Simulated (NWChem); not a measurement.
# Atomisation of DMSO (C2H6OS)

SMILES: CS(C)=O
```xyz
10

C     -0.6613     0.5218    -1.3725
S      0.5039     0.0967     0.0000
C     -0.6613     0.5218     1.3725
O      0.6360    -1.4147     0.0000
H     -0.1374     0.2484    -2.3077
H     -0.8982     1.6041    -1.3677
H     -1.5723    -0.0980    -1.2581
H     -1.5723    -0.0980     1.2581
H     -0.1374     0.2484     2.3077
H     -0.8982     1.6041     1.3677
```
Charge 0, spin multiplicity 1.

The numbers come from NWChem runs, not from measurements. Structure: optimised with PBE/def2-SVP, a minimum by its harmonic frequencies.

Basis set: def2-TZVP. The atomisation energy is electronic alone: no zero-point, thermal, spin-orbit or counterpoise terms. No value is extrapolated to the basis-set limit. Free atoms are single determinants with multiplicities C 3, S 3, O 3, H 2. Correlated methods freeze the same cores in atoms and molecule, 8 orbitals in all.

Costs are rough ratios of processor time within this set of runs, SCF included, with LDA (SVWN5) as 1. Costs are the molecule's.

B3LYP has NWChem's definition, with VWN1-RPA local correlation. GW and range-separated runs recompute their integrals, the others keep them in memory, which bears on the times. No SCF solution was tested for a lower state. Open-shell Hartree-Fock references start from PBE0 orbitals; any time given for them includes that run.

```csv
method,atomisation energy (kcal/mol),relative cost
LDA (SVWN5),988.6,1
PBE,872.3,under 3
B3LYP,?,under 3
PBE0,?,under 3
HF,594.2,under 3
TPSS,857.9,under 3
MP2,830.0,3
CAM-B3LYP,?,10
LC-wPBE (omega 0.3 per bohr),856.7,10
```

Problem. Some entries are withheld; supply them.

Solution. 
- B3LYP, atomisation energy (kcal/mol): 844.4
- PBE0, atomisation energy (kcal/mol): 850.8
- CAM-B3LYP, atomisation energy (kcal/mol): 848.3
